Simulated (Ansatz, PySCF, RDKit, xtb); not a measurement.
# Which structure has the formula [BSiPH5]+?

Given the formula [BSiPH5]+ (charge +1) and nothing else, which arrangement of the atoms is the most stable in the gas at 200 K, and what are its properties?

Plan: many cheap relaxations first (GFN2-xTB), then density-functional screening, relaxation at PBE0-D3(BJ)/def2-SVP, vibrations and a final energy. The numbers are computed, not measured.

9 further runs of the same task are left out: 9 set aside as unsound or not needed.

## 1. Possible bonding patterns

All bonding patterns within simple valence rules are listed by program: one Lewis structure each, at most two rings and one unusual centre or charged pair. O–O, O–halogen and N–halogen bonds and N–N–N chains are not drawn. That gives 26 candidates.

c006 [B][P@H2+][SiH3]; c090 [BH3-][P@@H+]=[SiH+]; c107 B[Si][P@H3+]; c113 [SiH2]=B[P@H3+]; c124 B[Si][P@H3+] (triplet); c128 [BH+][SiH2]P; c150 [BH3-][P@H+]=[SiH+]; c375 [SiH3]B=[PH2+]; c377 [B][SiH2][P@H3+]; c443 B=[P@@H+][SiH3]; c455 [B][P@H2+][SiH3] (triplet); c456 B[SiH]=[PH2+]; c457 B[P@H+]=[SiH2]; c492 [SiH2+]BP; c503 B[P@@H+]=[SiH2]; c540 [BH+][P@H2+][SiH2-]; c560 [SiH]B[P@H3+]; c568 [SiH]B[P@H3+] (triplet); c620 B=[SiH][P@H3+]; c627 B[P@H2+][SiH]; c724 B[P@H2+][SiH] (triplet); c731 [B][SiH2][P@H3+] (triplet); c772 [BH2-]1[SiH+][P@H2+]1; c781 B=[P@H+][SiH3]; c816 B1[SiH2][P@H2+]1; c896 [BH3-][Si+]=[PH2+].

Candidates are built by distance geometry, with a force field where one applies, in up to four conformers (letters a to d). 6 starts with atoms placed at random are added, to find patterns that the rules miss.

Q: Predict the outcome of this search (final energies at CCSD(T)/def2-TZVP).

| quantity | value |
| --- | --- |
| lowest structure found | B[PH+]=[SiH2], singlet, C1 |
| next finalist | [H]1[BH][PH][SiH2]1 ‡, singlet, 3.4 kcal/mol higher in G |
| share at equilibrium, among the finalists | 100.0 % |
| harmonic wavenumbers, lowest and highest (PBE0-D3(BJ)/def2-SVP) | 53 and 2797 cm⁻¹ |
| rotational constants, same geometry | 0.6457, 0.1298, 0.109 cm⁻¹ |
| HOMO energy (PBE0/def2-TZVPD) | -13.28 eV |
| LUMO energy (PBE0/def2-TZVPD) | -8.57 eV |
| HOMO–LUMO gap (PBE0/def2-TZVPD) | 4.71 eV |
| lowest excitation (TD-PBE0/def2-SVPD) | 4.23 eV (f = 0.212) |
| lowest triplet excitation, same level, Tamm-Dancoff | 2.48 eV |
| vertical ionisation energy | 15.28 eV |
| vertical recombination energy (electron added) | 6.82 eV |
| vertical triplet less singlet | +2.51 eV |

`B[PH+]=[SiH2]` comes out lowest. The margin, 3.4 kcal/mol, is modest. PBE0-D3(BJ)/def2-SVP, HF/def2-TZVP and MP2/def2-TZVP already put its bonding pattern lowest among the structures in one piece. A large T1 diagnostic among the finalists warns that one reference determinant may not suffice. It concerns: the finalist [SiH2+]BP (singlet). The search is not exhaustive (a finite list of starts, one conformer a finalist), so a lower isomer can't be ruled out. Patterns outside the rules of the enumeration were met only by chance.

‡ marks the bonded skeleton alone, with all bonds drawn single: no Lewis structure was assigned that passes a check against the bond lengths.
